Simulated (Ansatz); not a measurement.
## Ansatz input wanted

CH2BCl+ has 5 atoms, charge +1, and is taken as a doublet. As SMILES of the parent species, `B[C]Cl`. Geometry: relaxed at GFN2-xTB. That shape belongs to the parent species and isn't relaxed for this state.

```jsonl
{"atom": "B", "x (Å)": "0.4142", "y (Å)": "0.1394", "z (Å)": "-0.4725"}
{"atom": "C", "x (Å)": "-0.4874", "y (Å)": "0.2809", "z (Å)": "0.6847"}
{"atom": "Cl", "x (Å)": "-1.4706", "y (Å)": "-0.5831", "z (Å)": "1.6530"}
{"atom": "H", "x (Å)": "0.5757", "y (Å)": "-0.9156", "z (Å)": "-0.9698"}
{"atom": "H", "x (Å)": "0.9682", "y (Å)": "1.0784", "z (Å)": "-0.8954"}
```

Settings wanted:

```json
{"basis set": "STO-3G", "task": "energy", "method": "BCCD(T)", "reference": "UHF", "relativity": "none", "accuracy": "high", "frozen core orbitals": "7"}
```

Give an Ansatz 0.2.0 job that does this.

One that was run (others would do as well):

molecule.yaml:
```yaml
crystal:
  periodic: [false, false, false]
  atoms:
    - {symbol: B, position_ang: [0.414180, 0.139370, -0.472520]}
    - {symbol: C, position_ang: [-0.487440, 0.280880, 0.684730]}
    - {symbol: Cl, position_ang: [-1.470630, -0.583120, 1.652980]}
    - {symbol: H, position_ang: [0.575730, -0.915570, -0.969770]}
    - {symbol: H, position_ang: [0.968160, 1.078440, -0.895430]}
basis:
  gaussian:
    orbitals: STO-3G
total_charge: 1
magnetization:
  spin_polarized: true
  initial_magnetization: 1
correlation:
  method: bccd_t
  frozen_orbitals: {B: 1, C: 1, Cl: 5, H: 0}
accuracy: high
scf:
  omitted_lower_state_checks: [cluster_reference, increment]
```

```bash
$ ansatz run molecule.yaml --threads 1 --pin off --max-ram 2610MiB --events-out events.jsonl --progress --plain --runs-dir runs
```

Calculated total energy: -517.22571 Eh.
